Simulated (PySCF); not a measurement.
Species: (H2Al-mu-H)2.
Geometry (PBE0-D3(BJ)/def2-SVP, Å), atoms numbered from 1 in this order:
```xyz
8
Al2H6 angstrom
Al    -0.3854    0.4579   -1.1572
H      0.0471    1.9410   -1.4950
H     -1.2304   -0.5444   -2.0420
H     -0.9756    0.3991    0.4843
Al     0.3866   -0.4579    1.1571
H      1.2314    0.5395    2.0474
H     -0.0520   -1.9410    1.4872
H      0.9783   -0.3944   -0.4818
```

Computed at PBE0/pcSseg-1 (pcSseg-2 on Al) (PySCF, non-relativistic), with Q(27Al) = 0.1466 b: Al1, 27Al (I = 5/2): χzz = -28.34 MHz, η = 0.860.

Q: Where would the pure quadrupole (NQR) lines of 27Al at Al1 fall for the rigid, isolated species?

A: From the eigenvalues of H = χ/[4I(2I − 1)] × [3Iz² − I(I + 1) + η(Ix² − Iy²)], steps between neighbouring levels, labelled as for η = 0: ±1/2↔±3/2 6.822 MHz, ±3/2↔±5/2 7.669 MHz (aluminium bonded to 4 H).

In a crystal, neighbours and librations shift these lines. With a basis this small, the couplings can be 20 % off.

These values come from a run that also computed NMR shieldings. The run took 8.6 s on one thread of an x86-64 server, on a shared host.
